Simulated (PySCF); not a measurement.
The scaffold ethyl-X carries different groups X. Isolated molecules, 0 K electronic values unless said otherwise. One relaxed conformer stands for each flexible species; it need not be the lowest. Strings in code marks are SMILES.

Level of theory: B3LYP-D3(BJ)/def2-TZVP (PySCF). All candidates: neutral, multiplicity 1. B3LYP has the VWN-RPA correlation part, as in Gaussian. Excitations are Tamm–Dancoff values on a coarser integration grid. The basis has no diffuse functions, so Rydberg states are missing or too high.

```yaml
HOMO–LUMO gap: 8.53 eV
HOMO: -8.05 eV
T1 excitation (TDA): 6.45 eV
```

**Question.** Say which member has these values.
A) `CCCl`
B) `C#CCC`
C) `CCC1CC1` (C–C–C–C torsion 155°)
D) `BCC`

**Answer.** A, `CCCl`. The others give `C#CCC`: 8.09 eV, -7.44 eV, 5.50 eV; `BCC`: 7.11 eV, -8.62 eV, 5.13 eV; `CCC1CC1` (C–C–C–C torsion 155°): 8.78 eV, -7.67 eV, 7.63 eV
